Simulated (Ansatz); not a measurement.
**AlNH3Cl (SMILES [NH2][AlH][Cl]): levels of theory compared**

Wanted: a comparison of 6 runs (HF/STO-3G, HF/3-21G, HF/def2-TZVP, PBE/def2-SVP, PBE0/cc-pVDZ, r2SCAN/pcseg-2) of AlNH3Cl. 

The results are computed with Ansatz 0.2.0.

3 further runs of the same task are left out: 2 for a known fault of the program, 1 set aside as unsound or not needed.

### 1 The molecule

AlNH3Cl has 6 atoms, charge 0, and is taken as a singlet. As SMILES, `[NH2][AlH][Cl]`. The shape is that of a PBE0-D4/def2-TZVP optimisation.

Bond lengths: N1–Al2 1.756 Å, Al2–Cl3 2.098 Å, N1–H4 1.007 Å, N1–H5 1.007 Å, Al2–H6 1.570 Å. Angles: N1–Al2–Cl3 117.5°, N1–Al2–H6 121.9°, Cl3–Al2–H6 120.6°, Al2–N1–H4 124.3°, Al2–N1–H5 125.0°, H4–N1–H5 110.7°.

### 2 Energy and forces at HF/STO-3G (run 1)

Contents of job.yaml:

```yaml
basis:
  gaussian:
    orbitals: STO-3G
crystal:
  periodic: [false, false, false]
  atoms:
    - symbol: N
      position_ang: [-0.631100, 0.250900, -0.718800]
    - symbol: Al
      position_ang: [0.477600, -0.073800, 0.603600]
    - symbol: Cl
      position_ang: [1.413500, -1.951500, 0.645600]
    - symbol: H
      position_ang: [-1.134300, 1.115000, -0.838800]
    - symbol: H
      position_ang: [-0.852600, -0.395100, -1.458900]
    - symbol: H
      position_ang: [0.769000, 0.990400, 1.721000]
hamiltonian:
  xc: hf
accuracy: high
output:
  forces: true
  orbitals: {seedname: orbitals}
```

Run with:

```bash
$ ansatz run job.yaml --threads 1 --pin off --max-ram 2610MiB --events-out events.jsonl --progress --plain --runs-dir runs
```

Output:

```text
Warning: RAYON_NUM_THREADS=1 ignored (pool sized by the plan → 1); use --threads N
Functional definition: HF
  name "HF"
  exchange = exact_x
  correlation = 0
478 factors; integrals over basis functions are off by at most 1.1e-8 eV
mean field evaluation 1: about -20385.1960 eV, gradient 2.0e1 eV
mean field evaluation 2: about -20385.2262 eV, gradient 2.1e1 eV
mean field evaluation 4: about -20386.7953 eV, gradient 1.0e0 eV
mean field evaluation 8: about -20386.7996 eV, gradient 3.6e-6 eV
mean field -20386.79957686 eV, -749.2010657804 hartree, gradient 9.9e-8 eV, S^2 0.000000; 0 other end points of the search recorded, 0 dependent functions left out
the calculation of the forces begins
reference -20386.79957686 eV, -749.2010657804 hartree; 20, 20 occupied and 6, 6 virtual orbitals, 478 factors
Total energy: -20386.79957686 eV, -749.2010657804 hartree
Atom 0 at    -0.631100     0.250900    -0.718800 Å, force     1.576769    -0.629898     1.768133 eV/Å
Atom 1 at     0.477600    -0.073800     0.603600 Å, force    -0.520121     1.685394     0.405729 eV/Å
Atom 2 at     1.413500    -1.951500     0.645600 Å, force    -0.275190     0.484689    -0.057362 eV/Å
Atom 3 at    -1.134300     1.115000    -0.838800 Å, force    -0.239842     0.378876    -0.079250 eV/Å
Atom 4 at    -0.852600    -0.395100    -1.458900 Å, force    -0.153988    -0.245730    -0.378430 eV/Å
Atom 5 at     0.769000     0.990400     1.721000 Å, force    -0.387627    -1.673330    -1.658820 eV/Å
Dipole moment:    -0.345873     0.578090    -0.092912 e Å
```

Wall time 0.4 s (1 thread of Arm Neoverse V2, shared host); peak memory 0.083 GiB.

### 3 Energy and forces at HF/3-21G (run 2)

Contents of run.yaml:

```yaml
crystal:
  periodic: [false, false, false]
  atoms:
    - {symbol: "N", position_ang: [-0.631100, 0.250900, -0.718800]}
    - {symbol: Al, position_ang: [0.477600, -0.073800, 0.603600]}
    - {symbol: Cl, position_ang: [1.413500, -1.951500, 0.645600]}
    - {symbol: H, position_ang: [-1.134300, 1.115000, -0.838800]}
    - {symbol: H, position_ang: [-0.852600, -0.395100, -1.458900]}
    - {symbol: H, position_ang: [0.769000, 0.990400, 1.721000]}
basis:
  gaussian:
    orbitals: 3-21G.json
total_charge: 0
hamiltonian:
  xc: hf
accuracy: high
output: {forces: true, orbitals: {seedname: orbitals}}
```

The basis set 3-21G is read from a file made from the Basis Set Exchange's data (not shown).

Run with:

```bash
$ ansatz run run.yaml --threads 1 --pin off --max-ram 2610MiB --events-out events.jsonl --progress --plain --runs-dir runs
```

Output, shortened:

```text
Warning: RAYON_NUM_THREADS=1 ignored (pool sized by the plan → 1); use --threads N
Functional definition: HF
  name "HF"
[...]
917 factors; integrals over basis functions are off by at most 6.2e-9 eV
[...]
mean field -20514.22630194 eV, -753.8839115542 hartree, gradient 4.1e-8 eV, S^2 0.000000; 0 other end points of the search recorded, 0 dependent functions left out
[...]
reference -20514.22630194 eV, -753.8839115542 hartree; 20, 20 occupied and 21, 21 virtual orbitals, 917 factors
Total energy: -20514.22630194 eV, -753.8839115542 hartree
Atom 0 at    -0.631100     0.250900    -0.718800 Å, force    -0.200980    -0.002227    -0.279609 eV/Å
Atom 1 at     0.477600    -0.073800     0.603600 Å, force    -0.794154     1.583266    -0.043015 eV/Å
Atom 2 at     1.413500    -1.951500     0.645600 Å, force     0.812638    -1.620995     0.042916 eV/Å
Atom 3 at    -1.134300     1.115000    -0.838800 Å, force     0.092843    -0.144754     0.031717 eV/Å
Atom 4 at    -0.852600    -0.395100    -1.458900 Å, force     0.024804     0.118567     0.113477 eV/Å
Atom 5 at     0.769000     0.990400     1.721000 Å, force     0.064849     0.066144     0.134514 eV/Å
Dipole moment:    -0.433987     0.544197    -0.237966 e Å
```

It took 0.66 s on 1 thread of Arm Neoverse V2, shared host; peak memory 0.1 GiB.

Runs 3 to 5 aren't shown in full; the table further down has their settings and results.

### 4 Energy and gradient at r2SCAN/pcseg-2 (run 6)

Contents of in.yaml:

```yaml
crystal:
  periodic: [false, false, false]
  atoms:
    - {symbol: "N", position_ang: [-0.631100, 0.250900, -0.718800]}
    - {symbol: Al, position_ang: [0.477600, -0.073800, 0.603600]}
    - {symbol: Cl, position_ang: [1.413500, -1.951500, 0.645600]}
    - {symbol: H, position_ang: [-1.134300, 1.115000, -0.838800]}
    - {symbol: H, position_ang: [-0.852600, -0.395100, -1.458900]}
    - {symbol: H, position_ang: [0.769000, 0.990400, 1.721000]}
basis:
  gaussian:
    orbitals: pcseg-2
hamiltonian:
  xc: {name: r2SCAN}
accuracy: high
output: {forces: true, orbitals: {seedname: orbitals}}
```

Run with:

```bash
$ ansatz run in.yaml --threads 1 --pin off --max-ram 2610MiB --events-out events.jsonl --progress --plain --runs-dir runs
```

Output, shortened:

```text
Warning: RAYON_NUM_THREADS=1 ignored (pool sized by the plan → 1); use --threads N
Functional definition: r2SCAN
  name "r2SCAN"
[...]
2425 factors; integrals over basis functions are off by at most 9.0e-9 eV
[...]
mean field -20660.55970253 eV, -759.2615648375 hartree, gradient 2.5e-8 eV, S^2 0.000000; 0 other end points of the search recorded, 0 dependent functions left out
[...]
reference -20660.55970362 eV, -759.2615648775 hartree; 20, 20 occupied and 120, 120 virtual orbitals, 2425 factors
Total energy: -20660.55970362 eV, -759.2615648775 hartree
Atom 0 at    -0.631100     0.250900    -0.718800 Å, force     0.038231    -0.011972     0.045392 eV/Å
Atom 1 at     0.477600    -0.073800     0.603600 Å, force     0.054756    -0.028273     0.056709 eV/Å
Atom 2 at     1.413500    -1.951500     0.645600 Å, force    -0.030271     0.054707    -0.005277 eV/Å
Atom 3 at    -1.134300     1.115000    -0.838800 Å, force    -0.021355    -0.012504    -0.038059 eV/Å
Atom 4 at    -0.852600    -0.395100    -1.458900 Å, force    -0.030081     0.026228    -0.024330 eV/Å
Atom 5 at     0.769000     0.990400     1.721000 Å, force    -0.011280    -0.028186    -0.034434 eV/Å
Dipole moment:    -0.304546     0.316999    -0.210462 e Å
```

Wall time 26 s (1 thread of Arm Neoverse V2, shared host); peak memory 0.46 GiB.

### 5 All runs side by side

| run | level | energy (Eh) | dipole moment (D) | HOMO energy (eV) | LUMO energy (eV) | wall time |
| --- | --- | --- | --- | --- | --- | --- |
| 1 | HF/STO-3G | -749.201066 | 3.27 | -8.56 | 8.87 | 0.4 s |
| 2 | HF/3-21G | -753.883912 | 3.53 | -11.10 | 2.31 | 0.66 s |
| 3 | HF/def2-TZVP | -757.773002 | 2.21 | -11.22 | 2.21 | 7.5 s |
| 4 | PBE/def2-SVP | -758.621495 | 2.39 | -6.19 | -0.97 | 4.2 s |
| 5 | PBE0/cc-pVDZ | -758.954871 | 2.44 | -7.64 | -0.34 | 6.9 s |
| 6 | r2SCAN/pcseg-2 | -759.261565 | 2.34 | -6.79 | -0.93 | 26 s |

### 6 Summary of results

| quantity | value |
| --- | --- |
| run 6: total energy | -759.26156 Eh |
| run 6: dipole moment | 2.34 D |
| run 6: HOMO energy | -6.79 eV |
| run 6: LUMO energy | -0.93 eV |
| run 6: HOMO–LUMO gap | 5.86 eV |
| run 6: largest force on an atom | 0.084 eV/Å |

**Reading.** The dipole moment (its size) runs from 2.21 D (HF/def2-TZVP) to 3.53 D (HF/3-21G). The HOMO–LUMO gap runs from 5.22 eV (PBE/def2-SVP) to 17.43 eV (HF/STO-3G). The two ends differ in method and basis. Totals of different functionals can't be ranked against each other. In run 1 the basis is minimal, so the values are rough. All runs together took 45 s, the longest 26 s.
